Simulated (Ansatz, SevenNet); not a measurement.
For rutile SnO₂, the machine-learned potential SevenNet-l3i5 (trained on PBE and PBE+U data) gives:

| Quantity | Value |
|---|---|
| equilibrium lattice constant a | 4.830 Å |
| lattice parameter c | 3.243 Å |
| elastic constant C11 | 210 GPa |
| elastic constant C44 | 81.3 GPa |
| Voigt–Reuss–Hill shear modulus | 81.0 GPa |

Question: What does HSE06 (plane waves, PAW; Ansatz, a program for electronic structure) give for the same quantities?

Answer: 
- lattice constant a: 4.755 Å (falls by 1.6 %)
- lattice parameter c: 3.188 Å (shrinks by 1.7 %)
- elastic constant C11: 259 GPa (goes up by 23 %)
- elastic constant C44: 101 GPa (grows by 24 %)
- Voigt–Reuss–Hill shear modulus: 101 GPa (increases by 25 %)

For comparison: lattice constant a 4.737 Å (measured, room temperature, no zero-point or thermal correction; as tabulated in Hiroi (2015), arXiv:1503.02262); lattice parameter c 3.186 Å (measured, room temperature, not corrected to a static lattice; as tabulated in Hiroi (2015), arXiv:1503.02262); elastic constant C11 262 GPa (measured, temperature not stated, no zero-point or thermal correction; as tabulated in Oses et al. (2018), arXiv:1811.08464); elastic constant C44 103 GPa (measured, temperature not stated, no zero-point or thermal correction; as tabulated in Oses et al. (2018), arXiv:1811.08464); Voigt–Reuss–Hill shear modulus 102 GPa (measured, temperature not stated, no zero-point or thermal correction, Hill average of measured single-crystal constants; as tabulated in Oses et al. (2018), arXiv:1811.08464).

Changes are worked out from the printed values.

Unless a cell is named, each level is at its own relaxed cell (SevenNet-l3i5 12.61, HSE06 12.02 Å³/atom).

Ansatz's density-functional and Hartree–Fock values are scalar-relativistic unless marked +SOC, with PAW data made under PBE.
